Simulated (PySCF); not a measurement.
PySCF job for SiH₄, SMILES [SiH4], EOM-CCSD/aug-cc-pVDZ. Geometry optimised at ωB97X-D3(BJ)/def2-TZVPD. The isomer is the one that the SMILES or the coordinates give; other isomers of the formula were not compared.

```python
import numpy as np
from pyscf import gto, scf, dft, cc
from pyscf.cc import eom_rccsd

mol = gto.M(
    atom='''
    Si    0.00000000    0.00000000   -0.00000000
    H     0.85589182   -0.85589182   -0.85589181
    H    -0.85589182   -0.85589182    0.85589182
    H    -0.85589182    0.85589182   -0.85589182
    H     0.85589182    0.85589182    0.85589182
    ''',
    basis='aug-cc-pVDZ',
    charge=0,
    spin=0,
    max_memory=1600,
    verbose=4,
)
mf = scf.RHF(mol)
mf.conv_tol = 1e-10
mf.max_cycle = 100
mf.kernel()
mycc = cc.CCSD(mf, frozen=5)
mycc.conv_tol = 1e-8
mycc.kernel()
mycc.solve_lambda()
dip = scf.hf.dip_moment(mol, mycc.make_rdm1(ao_repr=True))
res = {}
for name, solver, nroots, keep in (('singlet', eom_rccsd.EOMEESinglet, 9, 6), ('triplet', eom_rccsd.EOMEETriplet, 6, 3), ('IP', eom_rccsd.EOMIP, 6, 5), ('EA', eom_rccsd.EOMEA, 3, 2)):
    eom = solver(mycc)
    eom.max_cycle, eom.max_space = 200, 40
    e = eom.kernel(nroots=nroots)[0]
    res[name] = (e[:keep] * 27.211386245988, all(eom.converged[:keep]))
    print(name, 'roots / eV', res[name][0].round(3))
```

Output:

```
PySCF version 2.14.0

[INPUT] verbose = 4
[INPUT] num. atoms = 5
[INPUT] num. electrons = 18
[INPUT] charge = 0
[INPUT] spin (= nelec alpha-beta = 2S) = 0
[INPUT] symmetry False subgroup None
[INPUT] Mole.unit = angstrom
[INPUT] Symbol           X                Y                Z      unit          X                Y                Z       unit  Magmom
[INPUT]  1 Si     0.000000000000   0.000000000000   0.000000000000 AA    0.000000000000   0.000000000000   0.000000000000 Bohr   0.0
[INPUT]  2 H      0.855891820000  -0.855891820000  -0.855891810000 AA    1.617401132056  -1.617401132056  -1.617401113158 Bohr   0.0
[INPUT]  3 H     -0.855891820000  -0.855891820000   0.855891820000 AA   -1.617401132056  -1.617401132056   1.617401132056 Bohr   0.0
[INPUT]  4 H     -0.855891820000   0.855891820000  -0.855891820000 AA   -1.617401132056   1.617401132056  -1.617401132056 Bohr   0.0
[INPUT]  5 H      0.855891820000   0.855891820000   0.855891820000 AA    1.617401132056   1.617401132056   1.617401132056 Bohr   0.0

nuclear repulsion = 21.3014166794466
number of shells = 28
number of NR pGTOs = 94
number of NR cGTOs = 63
basis = aug-cc-pVDZ
ecp = {}


[settings echo left out]
init E= -290.852444191975
  HOMO = -0.402436437222705  LUMO = 0.0311435164252205  gap/eV = 11.79831
cycle= 1 E= -291.227545503105  delta_E= -0.375  |g|= 0.166  |ddm|= 1.16
  HOMO = -0.496366915106148  LUMO = 0.035549646694927  gap/eV = 14.47419
cycle= 2 E= -291.241937771393  delta_E= -0.0144  |g|= 0.0417  |ddm|= 0.37
  HOMO = -0.481461168086331  LUMO = 0.0372481723492442  gap/eV = 14.11480
cycle= 3 E= -291.243166248774  delta_E= -0.00123  |g|= 0.00886  |ddm|= 0.189
  HOMO = -0.484387844822477  LUMO = 0.0372342513191724  gap/eV = 14.19406
cycle= 4 E= -291.243219968437  delta_E= -5.37e-05  |g|= 0.00133  |ddm|= 0.0383
  HOMO = -0.484579964796987  LUMO = 0.0372280601448289  gap/eV = 14.19912
cycle= 5 E= -291.243221648224  delta_E= -1.68e-06  |g|= 0.00022  |ddm|= 0.00478
  HOMO = -0.484559591268991  LUMO = 0.0372287736889065  gap/eV = 14.19858
cycle= 6 E= -291.24322169485  delta_E= -4.66e-08  |g|= 1.74e-05  |ddm|= 0.000925
  HOMO = -0.484561901659114  LUMO = 0.0372281209239471  gap/eV = 14.19863
cycle= 7 E= -291.243221695076  delta_E= -2.26e-10  |g|= 9.84e-07  |ddm|= 0.000122
  HOMO = -0.484562077498779  LUMO = 0.0372280846354376  gap/eV = 14.19863
cycle= 8 E= -291.243221695078  delta_E= -1.65e-12  |g|= 1e-07  |ddm|= 9.15e-06
  HOMO = -0.4845620955157  LUMO = 0.037228081505202  gap/eV = 14.19863
Extra cycle  E= -291.243221695075  delta_E= 2.39e-12  |g|= 2.47e-08  |ddm|= 8.72e-07
converged SCF energy = -291.243221695075

******** <class 'pyscf.cc.ccsd.CCSD'> ********
CC2 = 0
CCSD nocc = 4, nmo = 58
frozen orbitals 5
max_cycle = 50
direct = 0
conv_tol = 1e-08
conv_tol_normt = 1e-05
diis_space = 6
diis_start_cycle = 0
diis_start_energy_diff = 1e+09
Init t2, MP2 energy = -291.364946473644  E_corr(MP2) -0.121724778568344
Init E_corr(CCSD) = -0.121724778568345
cycle = 1  E_corr(CCSD) = -0.145193888982511  dE = -0.0234691104  norm(t1,t2) = 0.0397565
cycle = 2  E_corr(CCSD) = -0.150970253885932  dE = -0.0057763649  norm(t1,t2) = 0.0135599
cycle = 3  E_corr(CCSD) = -0.153580982465944  dE = -0.00261072858  norm(t1,t2) = 0.00557861
cycle = 4  E_corr(CCSD) = -0.153549009562934  dE = 3.1972903e-05  norm(t1,t2) = 0.00112834
cycle = 5  E_corr(CCSD) = -0.153497049914364  dE = 5.19596486e-05  norm(t1,t2) = 0.000365755
cycle = 6  E_corr(CCSD) = -0.153502534898404  dE = -5.48498404e-06  norm(t1,t2) = 7.93816e-05
cycle = 7  E_corr(CCSD) = -0.153503178311536  dE = -6.43413132e-07  norm(t1,t2) = 1.47107e-05
cycle = 8  E_corr(CCSD) = -0.153503057339675  dE = 1.20971861e-07  norm(t1,t2) = 4.53308e-06
cycle = 9  E_corr(CCSD) = -0.153503019472907  dE = 3.78667673e-08  norm(t1,t2) = 1.41061e-06
cycle = 10  E_corr(CCSD) = -0.153502997008235  dE = 2.24646724e-08  norm(t1,t2) = 2.7698e-07
cycle = 11  E_corr(CCSD) = -0.15350298255091  dE = 1.44573248e-08  norm(t1,t2) = 9.9761e-08
cycle = 12  E_corr(CCSD) = -0.153502980078018  dE = 2.47289267e-09  norm(t1,t2) = 3.19345e-08
CCSD converged
E(CCSD) = -291.3967246751534  E_corr = -0.1535029800780176
cycle = 1  norm(lambda1,lambda2) = 0.00615159
cycle = 2  norm(lambda1,lambda2) = 0.00169696
cycle = 3  norm(lambda1,lambda2) = 0.000720967
cycle = 4  norm(lambda1,lambda2) = 0.000155909
cycle = 5  norm(lambda1,lambda2) = 2.94662e-05
cycle = 6  norm(lambda1,lambda2) = 6.82557e-06
Dipole moment(X, Y, Z, Debye):  0.00000, -0.00000, -0.00000

******** <class 'pyscf.cc.eom_rccsd.EOMEESinglet'> ********
max_space = 40
max_cycle = 200
conv_tol = 1e-08
partition = None
EOM-CCSD root 0 E = 0.3436248398463212  qpwt = 0.947022  conv = True
EOM-CCSD root 1 E = 0.3436248527937774  qpwt = 0.947049  conv = True
EOM-CCSD root 2 E = 0.3436248623477162  qpwt = 0.947349  conv = True
EOM-CCSD root 3 E = 0.3458800577584253  qpwt = 0.942825  conv = True
EOM-CCSD root 4 E = 0.3458800640446475  qpwt = 0.942825  conv = True
EOM-CCSD root 5 E = 0.3458800674489139  qpwt = 0.942378  conv = True
EOM-CCSD root 6 E = 0.3533820827574857  qpwt = 0.940187  conv = True
EOM-CCSD root 7 E = 0.3533820944961559  qpwt = 0.93664  conv = True
EOM-CCSD root 8 E = 0.3656513637243984  qpwt = 0.923518  conv = True
singlet roots / eV [9.351 9.351 9.351 9.412 9.412 9.412]

******** <class 'pyscf.cc.eom_rccsd.EOMEETriplet'> ********
max_space = 40
max_cycle = 200
conv_tol = 1e-08
partition = None
EOM-CCSD root 0 E = 0.3185958788019851  qpwt = 0.950426  conv = True
EOM-CCSD root 1 E = 0.3185958857365127  qpwt = 0.950426  conv = True
EOM-CCSD root 2 E = 0.3185958923320629  qpwt = 0.950426  conv = True
EOM-CCSD root 3 E = 0.3268918797812769  qpwt = 0.944476  conv = True
EOM-CCSD root 4 E = 0.3341076571109344  qpwt = 0.949972  conv = True
EOM-CCSD root 5 E = 0.3341076602798509  qpwt = 0.949973  conv = True
triplet roots / eV [8.669 8.669 8.669]

******** <class 'pyscf.cc.eom_rccsd.EOMIP'> ********
max_space = 40
max_cycle = 200
conv_tol = 1e-08
partition = None
EOM-CCSD root 0 E = 0.4665137734114177  qpwt = 0.949499  conv = True
EOM-CCSD root 1 E = 0.4665137743987777  qpwt = 0.842285  conv = True
EOM-CCSD root 2 E = 0.4665137743987777  qpwt = 0.107214  conv = True
EOM-CCSD root 3 E = 0.6750236006573883  qpwt = 0.84278  conv = True
EOM-CCSD root 4 E = 0.8895450572242464  qpwt = 0.00214085  conv = True
EOM-CCSD root 5 E = 0.8895450578147361  qpwt = 0.00214085  conv = True
IP roots / eV [12.694 12.694 12.694 18.368 24.206]

******** <class 'pyscf.cc.eom_rccsd.EOMEA'> ********
max_space = 40
max_cycle = 200
conv_tol = 1e-08
partition = None
EOM-CCSD root 0 E = 0.02902505160787872  qpwt = 0.993569  conv = True
EOM-CCSD root 1 E = 0.0541504271557474  qpwt = 0.994085  conv = True
EOM-CCSD root 2 E = 0.05415042760788797  qpwt = 0.994085  conv = True
EA roots / eV [0.79  1.474]
```

The run converged.
